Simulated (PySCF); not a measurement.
**Spin–orbit doublets of 2p levels**

Hydrogen boron sulfide, BHS.
SMILES with atom numbers: `[BH:1]=[S:2]`

Structure used (PBE0-D3(BJ)/def2-SVP), in Å, numbered top down from 1:
```
atom  x, y, z in Å
B1    -0.1309   -0.0023   -0.0069
S2     1.4740    0.0046   -0.0232
H3    -1.3201   -0.0074    0.0051
```

Computed with PySCF, delta-SCF UKS SCAN, pcX-2 on the ionised atom, pcseg-1 elsewhere, spin-free X2C. Vertical ΔSCF values, vacuum level as zero. Spin–orbit coupling isn't in the SCF: each 2p doublet comes from a relaxed spin-free hole plus a matrix of the shell (mean-field spin–orbit coupling and the ground-state 2p splitting), with 2p3/2 averaged over its two sublevels. The splitting includes the ligand field, and 2p3/2 is the mean of two sublevels.

| atom | mean of the 2p shell (eV) | splitting (eV) |
| --- | --- | --- |
| S2 | 170.105 | 1.225 |

Question: Where do the two lines of each doublet lie?

Answer: 2p3/2 = mean − splitting/3 and 2p1/2 = mean + 2 × splitting/3:

```
atom         environment  2p3/2 (eV)  2p1/2 (eV)
  S2  sulfur bonded to B      169.70      170.92
```

Question: What are the 1s binding energies of the same atoms?

Answer: S2 2477.46 eV.

Question: Which Kα1 and Kα2 emission energies and wavelengths follow?

Answer: The photon carries the difference of the 1s-hole and 2p-hole states, both at the ground state's geometry; λ = 12398.42 eV Å/E.

| atom | Kα1 (eV) | Kα2 (eV) | λ(Kα1) (Å) | λ(Kα2) (Å) |
| --- | --- | --- | --- | --- |
| S2 | 2307.76 | 2306.54 | 5.3725 | 5.3753 |

Not every level is listed. No level of boron is listed. Geometry: PBE0-D3(BJ)/def2-SVP; no solvent, vibrations or thermal averaging.
